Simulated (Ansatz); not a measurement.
Geometry optimisation, RKS PBE/def2-SVP (Ansatz).

Input file:

```yaml
crystal:
  periodic: [false, false, false]
  atoms:
    - { symbol: O, position_ang: [-0.85534, 0.92206, -0.7006] }
    - { symbol: C, position_ang: [0.40511, 0.76775, -0.16685] }
    - { symbol: S, position_ang: [0.4639, -0.45831, 1.22466] }
    - { symbol: S, position_ang: [0.4435, -2.24097, 0.2462] }
    - { symbol: H, position_ang: [-1.44472, 1.32976, -0.05326] }
    - { symbol: H, position_ang: [0.81257, 1.68604, 0.26703] }
    - { symbol: H, position_ang: [1.05762, 0.3952, -0.95533] }
    - { symbol: H, position_ang: [-0.88263, -2.40153, 0.13816] }
basis:
  gaussian: { orbitals: def2-SVP }
hamiltonian:
  xc: pbe
relax:
  f_tol: 0.015
  max_steps: 40
```

Run as:

```bash
$ ansatz run input.yaml --threads 1 --pin off --max-ram 2048MiB --backend cpu --events-out ev --progress --plain --runs-dir out
```

Q: Where does it end, and by what steps?

A: It converged. After 7 steps the energy has fallen by 0.086 eV; H5 moved furthest, 0.20 Å.

```json
{"step": "0", "energy less start (eV)": "0.0000", "largest force component (eV/Å)": "0.968", "accepted": "yes"}
{"step": "1", "energy less start (eV)": "-0.0706", "largest force component (eV/Å)": "0.277", "accepted": "yes"}
{"step": "2", "energy less start (eV)": "-0.0786", "largest force component (eV/Å)": "0.270", "accepted": "yes"}
{"step": "3", "energy less start (eV)": "-0.0833", "largest force component (eV/Å)": "0.137", "accepted": "yes"}
{"step": "4", "energy less start (eV)": "-0.0833", "largest force component (eV/Å)": "0.144", "accepted": "yes"}
{"step": "5", "energy less start (eV)": "-0.0855", "largest force component (eV/Å)": "0.038", "accepted": "yes"}
{"step": "6", "energy less start (eV)": "-0.0857", "largest force component (eV/Å)": "0.018", "accepted": "yes"}
{"step": "7", "energy less start (eV)": "-0.0857", "largest force component (eV/Å)": "0.013", "accepted": "yes"}
```

```xyz
8
Properties=species:S:1:pos:R:3
O -0.837 0.851 -0.746
C 0.427 0.778 -0.169
S 0.599 -0.440 1.219
S 0.363 -2.270 0.239
H -1.464 1.128 -0.049
H 0.772 1.729 0.311
H 1.144 0.497 -0.966
H -1.003 -2.273 0.160
```

Run time: 11 s on 1 thread of Intel(R) Xeon(R) 6975P-C (Granite Rapids) (shared host), peak memory 0.14 GiB.
